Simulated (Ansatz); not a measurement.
Geometry optimisation, RKS B3LYP-D4/def2-TZVP in Ansatz.

input.yaml

```yaml
crystal:
  periodic: [false, false, false]
  atoms:
    - { symbol: Al, position_ang: [0.0, 0.0, 0.0] }
    - { symbol: H, position_ang: [1.2076, 0.0, 1.2804] }
    - { symbol: H, position_ang: [1.7126, 0.0, 0.4057] }
    - { symbol: F, position_ang: [-1.4635, 0.0, -0.845] }
basis:
  gaussian: { orbitals: def2-TZVP }
hamiltonian:
  xc: b3lyp
  dispersion: d4
relax:
  f_tol: 0.15
  max_steps: 25
  restrain:
    - { distance: [1, 2], at: 0.66, k: 30.0 }
    - { distance: [0, 1], at: 2.76, k: 30.0 }
    - { distance: [0, 2], at: 2.76, k: 30.0 }
```

Run as:

```bash
$ ansatz run input.yaml --threads 1 --pin off --max-ram 2048MiB --backend cpu --events-out ev --progress --plain --runs-dir out
```

Question: Where does it end, and by what steps?

Answer: The forces met the threshold. The restraints hold the end off the free minimum. After 7 steps the energy has fallen by 3.896 eV (the restraints' own energy left out); H3 moved furthest, 0.56 Å. Joined: H2–H3 (1.01 → 0.71 Å).

```tsv
step	energy less start (eV)	largest force component (eV/Å)	accepted
0	0.0000	6.184	yes
1	-1.7702	4.583	yes
2	-2.3240	9.736	yes
3	-3.4054	4.962	yes
4	-3.8568	1.353	yes
5	-3.8942	1.395	yes
6	-3.8957	1.389	yes
7	-3.8964	1.387	yes
```

```xyz
4
Properties=species:S:1:pos:R:3
Al -0.439 0.000 -0.309
H 1.730 0.000 1.416
H 2.095 0.000 0.813
F -1.930 0.000 -1.078
```

Time of the run: 12 s on 1 thread of Arm Neoverse V2 (shared host), peak memory 0.11 GiB.
